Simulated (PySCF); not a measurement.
Compound: cyanoformaldehyde, C2HNO.
Bonds: N1–C2 (triple), C2–C3, C3–O4 (double). Hydrogens: H5 on C3.

All values: wB97X-D/pcSseg-2 (PySCF, non-relativistic), on one gas-phase PBE0-D3(BJ)/def2-TZVP geometry that isn't relaxed in the solvent. The solvent is an IEF-PCM continuum (Bondi radii, 1.10 Å for H, scaled by 1.2). Only the electrostatic response of the medium enters.

Gas phase at wB97X-D/pcSseg-2: HOMO -11.20 eV, LUMO -1.25 eV, dipole 2.52 D.

Question: What does the continuum do to the energy, the frontier levels and the dipole at wB97X-D/pcSseg-2 in chloroform?

Answer: 
```csv
solvent,ε,E(solvent) − E(gas) (kcal/mol),polarisation term (kcal/mol),distortion of the solute (kcal/mol),HOMO (eV),LUMO (eV),dipole (D)
chloroform,4.711,-4.28,-4.95,0.67,-11.01,-1.04,3.02
```

Polarisation term: ½ Σ q·V over the induced surface charges. Distortion: the rise of the solute's own energy as its density leaves the gas-phase optimum.

Question: Which radius a makes the point-dipole formula ΔE = −[(ε − 1)/(2ε + 1)]·μ²/a³ give the value in chloroform, with the gas-phase dipole?

Answer: μ = 0.991 au and |ΔE| = 0.00683 Eh give a = 1.97 Å; the farthest nucleus lies 2.02 Å from the centroid of the nuclei, so such a sphere wouldn't even hold the nuclei. The formula assumes a rigid point dipole at the centre of a sphere.

On an Arm Neoverse V1 with one thread, no GPU, shared host with 32 logical CPUs at a one-minute load of 28, this took 8.4 s and 0.62 GiB of memory at its peak. This is the whole shielding run at wB97X-D/pcSseg-2 in chloroform, SCF included.

The pairwise dispersion term of wB97X-D wasn't added to the energies; at a given geometry it leaves orbitals and properties as they are.
